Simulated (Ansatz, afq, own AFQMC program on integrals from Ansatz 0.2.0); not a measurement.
**Ge2H2, triplet: AFQMC among the cluster methods**

```yaml
atoms:
  - { symbol: Ge, position_ang: [0.0000, -0.0625, 1.2017] }
  - { symbol: Ge, position_ang: [0.0000, 0.0625, -1.2017] }
  - { symbol: H, position_ang: [0.0000, 1.4524, 1.6545] }
  - { symbol: H, position_ang: [0.0000, -1.4524, -1.6545] }
```

Connectivity, by distances: GeH–GeH.

Basis cc-pVDZ. Only valence electrons are correlated. Ansatz 0.2.0 and our own AFQMC program on the same integrals; the CISD trial comes from CCSD amplitudes, and released means the phaseless constraint is let go. Uncertainties: one standard error, sampling alone. No spin–orbit coupling.

Determinant: UHF, the one that the program's search chose, which needn't be the lowest solution. The geometry is a point of a scan.

No full CI on the walks' own integrals is used here; CCSDT(Q) serves as the reference and is uncertain by about the last step of the cluster series.

Cautions: no relativity below Rb; no spin-orbit coupling; inner d shell frozen; lower spins were not checked; the released energies are still falling, so no released level is given (meV from the phaseless value at times in 1/Eh: -6 ± 9 at 0.24, -15 ± 11 at 0.51, -29 ± 10 at 0.99, -48 ± 11 at 1.62, -58 ± 12 at 2.40), though the last usable value meets CCSDT(Q) within the noise.

The T1 diagnostic is 0.0236. The weight of the determinant in the CISD state is 0.856 and the ⟨S²⟩ of the determinant is 2.045. The size of the correlated space is 10 electrons in 36 orbitals.

Reference: CCSDT(Q), correlation energy -5.208 eV.

```
        level  E − E(reference) (mEh)  share of correlation (%)
           HF                  191.38                      0.00
          MP2                   46.20                     75.86
         CCSD                    9.13                     95.23
      CCSD(T)                    2.12                     98.89
        CCSDT                    0.47                     99.76
  ph-AFQMC/HF             5.35 ± 1.58                     97.21
ph-AFQMC/CISD             2.25 ± 0.33                     98.83
```

A walk keeps the symmetry of its determinant, which the program's search chose and which needn't be the lowest solution, so a lower state of the same spin and another symmetry isn't excluded.
